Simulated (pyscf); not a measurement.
A first-order saddle from PySCF, ωB97X-D3(BJ)/def2-SVP:

```xyz
8

S     -0.8789     0.8119     2.4573
W     -0.4628    -0.1080     0.4948
F      0.7352     1.0834    -0.2034
F     -1.7755     0.7891    -0.4551
F     -0.7429    -1.4722    -0.7463
F      0.9904    -1.1254     1.0273
Cl    -2.1464    -1.7122     1.5713
H     -1.7980    -0.4942     2.4922
```

Surface: singlet, charge 0. Lowest wavenumbers (cm⁻¹): 1007i, 73, 123, 163, 198.

Task: What reaction is this the transition state of?

Result: F–W(F)(F)(F)=S (SMILES [F][W]([F])([F])([F])=[S]) + HCl (SMILES Cl) ⇌ F–W(F)(F)(F)(SH)–Cl (SMILES [F][W]([F])([F])([F])([SH])[Cl]), an addition across a multiple bond or ene-type step read from left to right: Cl–H broken and H–S, Cl–W formed. At ωB97M-D3(BJ)/def2-TZVP it lies +121.4 kJ/mol from the left side and +89.4 kJ/mol from the right (each side as separated species at their lowest minima found). On the product side the descent ends in a point that may be a rotor saddle (no frequency run), 6.5 kJ/mol over the lowest minimum found and 87.6 kJ/mol under the saddle at ωB97X-D3(BJ)/def2-TZVP. At ωB97X-D3(BJ)/def2-TZVP the barrier from the zero used here is 97.2 kJ/mol. One saddle was located; it need not be the lowest between these sides. Elements past Kr carry the def2 core potentials, without spin-orbit coupling.
